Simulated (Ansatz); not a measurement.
# Pt (fcc): energy against volume

All numbers below come from DFT, BLYP, plane waves (420 eV) with PAW, scalar-relativistic in Ansatz. The PAW files were generated under PBE, with cores re-solved for the functional.

The cell is scaled uniformly from the relaxed one, with fractional coordinates and shape fixed. Energies are extrapolated to zero smearing, pressures are those at the given smearing. Magnetic state: non-magnetic.

A Birch-Murnaghan fit gives V₀ = 16.62 Å³/atom, B₀ = 199 GPa, B₀′ = 5.6.

What are the energy above the minimum and the pressure at 15.291 Å³/atom?

78.9 meV/atom and 21.02 GPa as computed.

What are the energy above the minimum and the pressure at 15.956 Å³/atom?

17.8 meV/atom and 9.20 GPa as computed.

What are the energy above the minimum and the pressure at 18.615 Å³/atom?

116.6 meV/atom and -16.32 GPa as computed.
